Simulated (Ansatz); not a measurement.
Input file:

```yaml
crystal:
  periodic: [false, false, false]
  atoms:
    - {symbol: Al, position_ang: [0.000000, 0.080559, 1.101575]}
    - {symbol: Al, position_ang: [0.000000, -0.016809, -1.190570]}
    - {symbol: H, position_ang: [0.000000, -0.599424, 2.334602]}
    - {symbol: H, position_ang: [0.000000, -1.107114, 0.047697]}
basis:
  gaussian: {orbitals: 6-31G}
correlation: {method: fic_mrcisd_q_relaxed, electrons: outside_noble_gas, active_space: {window: {electrons: 2, orbitals: 2}}}
```

```sh
$ ansatz run in.yaml --threads 1 --pin off --events-out ev --progress --plain --max-ram 2393MiB
```

(1) Roughly how long does this take on 1 thread of Arm Neoverse V1, shared host, and how much host memory?

```
340 factors; integrals over basis functions are off by at most 1.4e-4 eV
mean field evaluation 1: about -13192.0017 eV, gradient 7.1e0 eV
mean field evaluation 2: about -13192.0049 eV, gradient 7.0e0 eV
mean field evaluation 4: about -13192.4139 eV, gradient 4.1e-1 eV
mean field evaluation 8: about -13192.4163 eV, gradient 3.2e-4 eV
mean field -13192.41628784 eV, -484.8123564373 hartree, gradient 1.5e-6 eV, S^2 0.000000; 0 other end points of the search recorded, 0 dependent functions left out; unrestricted orbitals would lower it
reference -13192.41628784 eV, -484.8123564373 hartree; 14, 14 occupied and 16, 16 virtual orbitals, 340 factors
state -13192.81450348 eV, -484.8269905919 hartree
contracted CI cycle   1: correlation 0.00000000 eV, 0.0000000000 hartree, residual 8.54e0 eV
contracted CI cycle   2: correlation -1.94147987 eV, -0.0713480691 hartree, residual 1.54e0 eV
contracted CI cycle   3: correlation -2.03932584 eV, -0.0749438423 hartree, residual 6.07e-1 eV
contracted CI cycle   4: correlation -2.05265327 eV, -0.0754336164 hartree, residual 2.38e-1 eV
contracted CI cycle   5: correlation -2.05560235 eV, -0.0755419929 hartree, residual 1.23e-1 eV
contracted CI cycle   6: correlation -2.05631901 eV, -0.0755683299 hartree, residual 5.75e-2 eV
contracted CI cycle   7: correlation -2.05648885 eV, -0.0755745715 hartree, residual 3.12e-2 eV
contracted CI cycle   8: correlation -2.05653399 eV, -0.0755762302 hartree, residual 1.48e-2 eV
contracted CI cycle   9: correlation -2.05654280 eV, -0.0755765541 hartree, residual 6.49e-3 eV
contracted CI cycle  10: correlation -2.05654441 eV, -0.0755766132 hartree, residual 2.64e-3 eV
contracted CI cycle  11: correlation -2.05654468 eV, -0.0755766230 hartree, residual 1.16e-3 eV
state -13192.81450348 eV, -484.8269905919 hartree; corrected -13195.03935725 eV, -484.9087524601 hartree
state -13192.70980950 eV, -484.8231431592 hartree
contracted CI cycle   1: correlation 0.00000000 eV, 0.0000000000 hartree, residual 8.54e0 eV
contracted CI cycle   2: correlation -2.01381651 eV, -0.0740063918 hartree, residual 1.61e0 eV
contracted CI cycle   3: correlation -2.12291893 eV, -0.0780158315 hartree, residual 6.43e-1 eV
contracted CI cycle   4: correlation -2.13912050 eV, -0.0786112285 hartree, residual 2.63e-1 eV
contracted CI cycle   5: correlation -2.14276734 eV, -0.0787452475 hartree, residual 1.51e-1 eV
contracted CI cycle   6: correlation -2.14408003 eV, -0.0787934878 hartree, residual 9.42e-2 eV
contracted CI cycle   7: correlation -2.14461061 eV, -0.0788129864 hartree, residual 5.65e-2 eV
contracted CI cycle   8: correlation -2.14474756 eV, -0.0788180191 hartree, residual 2.41e-2 eV
contracted CI cycle   9: correlation -2.14477319 eV, -0.0788189609 hartree, residual 1.04e-2 eV
contracted CI cycle  10: correlation -2.14477747 eV, -0.0788191184 hartree, residual 3.81e-3 eV
contracted CI cycle  11: correlation -2.14477802 eV, -0.0788191385 hartree, residual 1.30e-3 eV
state -13192.70980950 eV, -484.8231431592 hartree; corrected -13195.05848041 eV, -484.9094552233 hartree
state -13192.70980950 eV, -484.8231431592 hartree; corrected -13195.05848041 eV, -484.9094552233 hartree
WARN: the results are in doubt because another end's mean lies 0.105 eV lower, and its corrected mean 0.019 eV higher
Total energy: -13195.05848041 eV, -484.9094552233 hartree
In doubt: another end's mean lies 0.105 eV lower, and its corrected mean 0.019 eV higher
```

Natural occupations: 1.9504 0.0496.

Results:

(1) 0.96 s wall and 0.08 GiB.
